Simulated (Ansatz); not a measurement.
Results of B3LYP (VWN-RPA form) (plane waves, PAW; Ansatz, a program for electronic structure) for bcc K.

Settings: plane-wave cutoff 460 eV, 10×10×10 k mesh, Fermi–Dirac smearing 0.05 eV, scalar-relativistic PAW data made under PBE.

Energies at three volumes about the minimum:

```tsv
V (Å³/atom)	E − E_lowest (meV/atom)
73.795	0.47
75.157	0.00
77.579	0.44
```

**Question.** Fit a parabola by hand: where is the minimum, what lattice constant follows, and what is the bulk modulus?

**Answer.** Slopes: (0.00 − 0.47)/(75.157 − 73.795) = -0.345 and (0.44 − 0.00)/(77.579 − 75.157) = 0.182 meV/Å³. Curvature E″ = 2 × (0.182 − (-0.345))/(77.579 − 73.795) = 0.279 meV/Å⁶. From the middle of the first interval, the slope vanishes at V0 = 74.4760 − (-0.345)/0.279 = 75.713 Å³/atom. B = V0 E″ = 75.713 × 0.279 meV/Å³ × 0.1602 GPa per meV/Å³ = 3.38 GPa. With 2 atoms in the cube, a = (2 × 75.713)^(1/3) = 5.330 Å. The full Birch–Murnaghan fit to all volumes gives V0 = 75.670 Å³/atom and B0 = 3.32 GPa.

Measured, for comparison: bulk modulus 3.75 GPa (corrected for temperature and zero-point phonon effects; as tabulated in Levämäki et al. (2014), arXiv:1402.3671); lattice constant a 5.212 Å (low-temperature or extrapolated to 0 K; zero-point anharmonic expansion removed; as tabulated in Csonka et al. (2009), arXiv:0903.4037). Computed (rounded) less measured: bulk modulus -11 %.
